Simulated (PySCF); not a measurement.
Isomers of C3H6N (doublet state), mass 56.050 u with the commonest isotopes. Computed with PBE0-D3(BJ)/def2-SVP geometry optimisation, gas phase in PySCF. One conformer each, none proved a minimum here; rigid rotors.

**Question.** Order these by out-of-plane moment Σ m c² = (Ia + Ib − Ic)/2, smallest first.
A. `[H]/[N:4]=[CH:3]\[CH:2][CH3:1]` (doublet state) with C1–C2–C3–N4 0°
B. `[CH3:1][CH2:2][CH:3]=[N:4]` (doublet state) with C1–C2–C3–N4 -124°
C. `[H]/[N:4]=[C:3]\[CH2:2][CH3:1]` (doublet state) with C1–C2–C3–N4 0°
D. `[H]/[N:4]=[CH:3]\[CH2:2][CH2:1]` (doublet state) with H–C1–C2–C3 -87° and 82°, C1–C2–C3–N4 -118°

**Answer.** A (1.58 u·Å²), C (3.14 u·Å²), B (7.67 u·Å²), D (9.29 u·Å²).

**Question.** Order these by rotational constant A, smallest first.
A. `[H]/[N:4]=[CH:3]\[CH2:2][CH2:1]` (doublet state) with H–C1–C2–C3 -87° and 82°, C1–C2–C3–N4 -118°
B. `[CH3:1][CH2:2][CH:3]=[N:4]` (doublet state) with C1–C2–C3–N4 -124°
C. `[H]/[N:4]=[C:3]\[CH2:2][CH3:1]` (doublet state) with C1–C2–C3–N4 0°
D. `[H]/[N:4]=[CH:3]\[CH:2][CH3:1]` (doublet state) with C1–C2–C3–N4 0°

**Answer.** C (18245 MHz), D (18637 MHz), A (24526 MHz), B (25884 MHz).

**Question.** Order these by rotational constant B, largest first.
A. `[H]/[N:4]=[CH:3]\[CH2:2][CH2:1]` (doublet state) with H–C1–C2–C3 -87° and 82°, C1–C2–C3–N4 -118°
B. `[H]/[N:4]=[CH:3]\[CH:2][CH3:1]` (doublet state) with C1–C2–C3–N4 0°
C. `[H]/[N:4]=[C:3]\[CH2:2][CH3:1]` (doublet state) with C1–C2–C3–N4 0°

**Answer.** B (5699 MHz), C (5583 MHz), A (4505 MHz).

```csv
SMILES,point group,Ia (u·Å²),Ib (u·Å²),Ic (u·Å²),κ,μa (D),μb (D),μc (D)
[H]/N=C\[CH]C,–,27.12,88.67,112.63,-0.83,2.76,0.29,0.05
[H]/N=C\C[CH2],C1,20.61,112.17,114.21,-0.99,1.94,0.92,0.19
CCC=[N],C1,19.52,112.99,117.19,-0.99,2.64,0.01,1.12
[H]/N=[C]\CC,Cs,27.70,90.53,111.95,-0.84,2.72,0.70,0.01
```
